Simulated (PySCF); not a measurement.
# Vibration and rotation of AlN⁻

ROHF-CCSD(T) constants of AlN⁻, ²Π (doublet), unpaired electrons π ↑ (PySCF, no relativity, basis sets Al def2-TZVPPD, N def2-TZVPPD; masses 26.9815 and 14.0031 u):

```
ωe   : 802.9 cm⁻¹
ωexe : 5.01 cm⁻¹
Be   : 0.56953 cm⁻¹
αe   : 0.00498 cm⁻¹
```

What force constant and bond length do these constants imply?

Reduced mass μred = 9.2187 u; k = 5.8918×10⁻⁷·μred·ωe² (u, cm⁻¹, mdyn/Å) = 3.50 mdyn/Å; Re = √(16.8576/(μred·Be)) (u, cm⁻¹, Å) = 1.792 Å.

Estimate the centrifugal constant D from the Kratzer relation and find the Dunham coefficient a1.

D = 4Be³/ωe² = 1.15e-06 cm⁻¹; a1 = −1 − αeωe/(6Be²) = -3.05.

Correlated steps freeze 6 core orbitals. The state is the lowest determinant that a PBE0 search found; another state may lie lower at other levels.
